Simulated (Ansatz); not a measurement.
# CH7Si2 radical: up Jacob's ladder to CCSD(T)

One table from this session's results is given with a row withheld; the runs are named, their logs left out.

The runs use Ansatz 0.2.0, Gaussian basis; functionals in def2-TZVPP, the program's frozen cores in correlated methods.

The runs, in order: LDA (SPW92), PBE-D4, revPBE-D4, BLYP-D4, r2SCAN-D4, B97M-V, PBE0-D4, B3LYP-D4, r2SCANh-D4, r2SCAN0-D4, HSE06-D4, BHLYP-D4, CAM-B3LYP-D4, LC-ωPBE, ωB97X-V, ωB97M-V, B2PLYP, PBE-QIDH; CCSD(T)/def2-SVP; CCSD(T)/def2-TZVPP; MP2/def2-QZVPP; extrapolation to the limit; RPA on PBE.

## The relaxed structure

All runs share one geometry, relaxed beforehand with PBE0-D4 in a triple-zeta def2 set.

SMILES `C[SiH2][SiH2]`, 10 atoms, charge 0, spin multiplicity 2.

Atoms are counted from 1 here; the program's logs count them from 0.

Bond lengths: C1–Si2 1.875 Å, C1–H4 1.092 Å, C1–H5 1.092 Å, C1–H6 1.092 Å, Si2–Si3 2.328 Å, Si2–H7 1.493 Å, Si2–H8 1.490 Å, Si3–H9 1.489 Å, Si3–H10 1.490 Å. Angles: Si2–C1–H4 110.5°, Si2–C1–H5 110.7°, Si2–C1–H6 110.8°, H4–C1–H5 108.1°, H4–C1–H6 108.4°, H5–C1–H6 108.2°, C1–Si2–Si3 110.6°, C1–Si2–H7 109.9°, C1–Si2–H8 110.7°, Si3–Si2–H7 110.7°, Si3–Si2–H8 107.6°, H7–Si2–H8 107.3°, Si2–Si3–H9 115.4°, Si2–Si3–H10 114.7°, H9–Si3–H10 109.5°.

Geometry (Å):

```xyz
10

C    -1.0058    0.7510   -0.9479
Si   -0.2407   -0.7059   -0.0494
Si    1.3464    0.0248    1.4896
H    -1.7515    0.4071   -1.6681
H    -0.2435    1.3146   -1.4904
H    -1.4940    1.4282   -0.2443
H     0.3721   -1.6445   -1.0351
H    -1.2791   -1.4659    0.7009
H     1.9559   -1.0403    2.3331
H     2.4232    0.8798    0.9146
```

The first run:

in.yaml

```yaml
crystal:
  periodic: [false, false, false]
  atoms:
    - {symbol: C, position_ang: [-1.005754, 0.751027, -0.947945]}
    - {symbol: Si, position_ang: [-0.240657, -0.705881, -0.049442]}
    - {symbol: Si, position_ang: [1.346392, 0.024774, 1.489637]}
    - {symbol: H, position_ang: [-1.751541, 0.407055, -1.668130]}
    - {symbol: H, position_ang: [-0.243548, 1.314562, -1.490405]}
    - {symbol: H, position_ang: [-1.493996, 1.428178, -0.244299]}
    - {symbol: H, position_ang: [0.372101, -1.644544, -1.035132]}
    - {symbol: H, position_ang: [-1.279071, -1.465856, 0.700898]}
    - {symbol: H, position_ang: [1.955937, -1.040339, 2.333131]}
    - {symbol: H, position_ang: [2.423236, 0.879825, 0.914586]}
basis:
  gaussian: {orbitals: def2-TZVPP}
magnetization: {spin_polarized: true, initial_magnetization: 1}
hamiltonian: {xc: lda}
output: {orbitals: {seedname: orbitals}}
```

The run is started by

```
ansatz run in.yaml --threads 4 --pin off --events-out ev --progress --plain --max-ram 10444MiB
```

Among the steps run: LDA; PBE-D4 (GGA); revPBE-D4 (GGA); BLYP-D4 (GGA); r2SCAN-D4 (meta-GGA); B97M-V (meta-GGA); PBE0-D4 (hybrid); B3LYP-D4 (hybrid); r2SCANh-D4 (hybrid); r2SCAN0-D4 (hybrid); HSE06-D4 (hybrid); BHLYP-D4 (hybrid); CAM-B3LYP-D4 (range-separated); LC-ωPBE (range-separated); ωB97X-V (range-separated); ωB97M-V (range-separated); B2PLYP (double hybrid); PBE-QIDH (double hybrid).

One of the session's tables, all rows but one given; the rest of the session is left out.

It belongs to the step «Orbital energies across the functionals». 

| functional | HOMO (eV) | LUMO (eV) | gap (eV) |
| --- | --- | --- | --- |
| LDA (SPW92) | -4.97 | -3.85 | 1.12 |
| PBE-D4 | -5.01 | -3.42 | 1.59 |
| revPBE-D4 | ? | ? | ? |
| BLYP-D4 | -4.76 | -3.43 | 1.34 |
| r2SCAN-D4 | -5.37 | -2.99 | 2.38 |
| B97M-V | -5.14 | -3.63 | 1.51 |
| PBE0-D4 | -6.05 | -2.52 | 3.53 |
| B3LYP-D4 | -5.74 | -2.89 | 2.86 |
| r2SCANh-D4 | -5.74 | -2.69 | 3.05 |
| r2SCAN0-D4 | -6.31 | -2.25 | 4.06 |
| HSE06-D4 | -5.66 | -2.90 | 2.76 |
| BHLYP-D4 | -6.85 | -1.72 | 5.13 |
| CAM-B3LYP-D4 | -7.18 | -1.61 | 5.56 |
| LC-ωPBE | -8.63 | -0.23 | 8.40 |
| ωB97X-V | -8.10 | -0.77 | 7.33 |
| ωB97M-V | -7.76 | -0.92 | 6.84 |

**Question.** Estimate the row for revPBE-D4.

The run gave: HOMO (eV): -5.00; LUMO (eV): -3.28; gap (eV): 1.72. In the column «HOMO (eV)» it lies between PBE-D4 (-5.01) and LDA (SPW92) (-4.97).
